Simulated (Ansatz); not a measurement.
`[SH][Al][SH]` radical. The species carries charge 0 and has multiplicity 2.

```xyz
5

S    -1.263   -0.303   -0.924
Al    0.875   -0.225   -0.408
S     1.361    0.575    1.583
H    -1.040   -0.828   -2.141
H     0.067    0.781    1.889
```

Task: List the harmonic frequencies (cm⁻¹, unscaled) at PBE0-D4/def2-TZVP in Ansatz. (Estimate.)

Result: Ansatz gave: 129, 161, 251, 419, 519, 584, 665, 2692, 2711.

Task: Is this a minimum?

Result: Yes, all 9 modes are real.

Task: Give the ideal-gas thermochemistry at 298.15 K and 1 bar (rigid rotor, harmonic oscillator; point group Cs, symmetry number 1).

Result: Zero-point energy 48.6 kJ/mol; H(298) − E = 65.3 kJ/mol; entropy 319.4 J/(mol·K), of which translation 165.4, rotation 108.2, vibration 40.0, electronic 5.8; G(298) − E = -29.9 kJ/mol.

Task: Rotational constants (cm⁻¹)?

Result: 0.5904, 0.07261, 0.06466.
